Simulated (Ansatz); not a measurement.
# NSi: the cost of one run

All numbers are computed with the Python package of Ansatz 0.2.0. The levels of theory stand in the script.

## 1. The system

Bond lengths: Si1–N2 1.870 Å.

No structure file is read: the coordinates are typed or built in the script.

## 2. The script

Input file nsi_composite.py:

```python
from dataclasses import dataclass
import itertools

import ansatz
from ase.data import atomic_numbers, covalent_radii
import numpy as np


@dataclass(frozen=True)
class Settings:
    basis: str = "def2-SVP"
    functional: str = "pbe0"
    dispersion: str = "d3bj"
    net_charge: int = 1


settings = Settings()

geometry_ang = [
    ("Si", (0.0, 0.0, 0.0)),
    ("N", (0.0, 0.0, 1.87)),
]
mol = ansatz.Crystal.molecule()
for symbol, xyz in geometry_ang:
    mol = mol.atom(symbol, xyz)

setup = (
    mol.calculation()
    .basis(gaussian=settings.basis)
    .functional(settings.functional, dispersion=settings.dispersion)
    .charge(settings.net_charge)
    .spin("collinear", total=2)
)
symbols = [site.symbol for site in mol.cartesian_sites]
start = np.array([site.position_ang for site in mol.cartesian_sites], dtype=float)
rep = setup.relax(force_tolerance=0.01, max_steps=100).run(threads=1, backend="cpu").report
end = np.array(rep["positions_ang"])
radius = [covalent_radii[atomic_numbers[s]] for s in symbols]
span = lambda where, i, j: np.linalg.norm(where[i] - where[j])
bonded = [(i, j) for i, j in itertools.combinations(range(len(symbols)), 2) if min(span(start, i, j), span(end, i, j)) < 1.2 * (radius[i] + radius[j])]
print("pair        before    after (A)")
for i, j in bonded:
    print(f"{symbols[i]}{i}-{symbols[j]}{j}".ljust(10), f"{span(start, i, j):8.4f} {span(end, i, j):8.4f}")

minimum = ansatz.Crystal.molecule()
for symbol, place in zip(symbols, end):
    minimum = minimum.atom(symbol, place.tolist())
at_minimum = minimum.calculation()
at_minimum = at_minimum.charge(settings.net_charge)
at_minimum = at_minimum.spin("collinear", total=2)
level = lambda method, basis: at_minimum.basis(gaussian=basis).correlation(method).run(threads=1, backend="cpu").report
small, large, cluster = level("mp2", "cc-pVDZ"), level("mp2", "cc-pVTZ"), level("ccsd_t", "cc-pVDZ")
corr = lambda each: (each["free_energy_ev"] - each["reference_energy_ev"]) / 27.211386246
mp2_limit = (27 * corr(large) - 8 * corr(small)) / 19
pieces = {"HF / cc-pVTZ": large["reference_energy_ev"] / 27.211386246, "MP2 correlation, DZ-TZ limit": mp2_limit, "CCSD(T) - MP2 / cc-pVDZ": corr(cluster) - corr(small)}
for name, value in pieces.items():
    print(f"{name:32s} {value:14.6f} Ha")
print(f"{'sum':32s} {sum(pieces.values()):14.6f} Ha")
print("T1 diagnostic", round(cluster["correlation"]["coupled_cluster"]["t1_diagnostic"], 4))
```

## 3. Launch

On the command line:

```
$ python nsi_composite.py
```

**Question.** How long does this script take on 1 thread of Intel Xeon 6975P-C (Granite Rapids), shared host, and how much memory does it need?

About 8 s, with a peak of 0.19 GiB.
